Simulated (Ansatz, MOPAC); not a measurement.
Barrier height from F + H2 to the transition structure FH2, without zero-point energy, on the benchmark's geometries as Psi4's copy of the set gives them.
Transition structure (charge 0, multiplicity 2, Z-matrix in Å and degrees):
```
F
H 1 1.4662
H 2 0.7746 1 152.03
```

Open shells are unrestricted; no spin–orbit coupling.

Frozen-core correlation. The state reached by PM3 isn't checked.

Run with Ansatz (Gaussian orbitals); MOPAC for PM3 (differences of heats of formation). Values without a source in brackets are computed.

```
level                barrier height (kcal/mol)
-------------------  -------------------------
PM3                                      -2.49
HF/cc-pVDZ                               13.19
PBE/def2-TZVPPD                         -12.63
BLYP/def2-TZVPPD                        -11.28
B3LYP/def2-TZVPPD                        -5.66
PBE0/def2-TZVPPD                         -4.51
MP2/aug-cc-pVTZ                           4.68
SCS-MP2/aug-cc-pVDZ                       6.14
SCS-MP2/cc-pVDZ                              ?
```

Question: What belongs in the gaps?

Answer: 
- SCS-MP2/cc-pVDZ, barrier height (kcal/mol): 8.19

Ansatz is a first-principles code.
